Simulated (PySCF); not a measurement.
**Cl: ionisation energy**

Cl [Ne] 3s2 3p5 (2P) → Cl⁺ [Ne] 3s2 3p4 (3P), as a difference of total energies. Computed with PySCF 2.14 in jorge-DZP-DKH (7s4p1d, 24 functions), with scalar relativity by spin-free X2C-1e. Correlated levels: valence: [Ne] frozen. The calculations carry no spin-orbit coupling.

| method | ionisation energy (eV) |
| --- | --- |
| UHF | 11.774 |
| PBE | 12.954 |
| r2SCAN | 13.013 |
| MP2 (valence) | 12.416 |
| SCS-MP2 (valence) | 12.398 |
| CCSD (valence) | 12.350 |
| CCSD(T) (valence) | 12.356 |

**Question.** How much does correlation contribute at CCSD(T) (valence)?

**Answer.** 12.356 − (11.774) = 0.582 eV, measured against UHF.

Errors of the correlated levels include the incompleteness of this basis and the frozen core.

For comparison: 12.974 eV (measured; NIST levels, between the centres of gravity of the two terms).
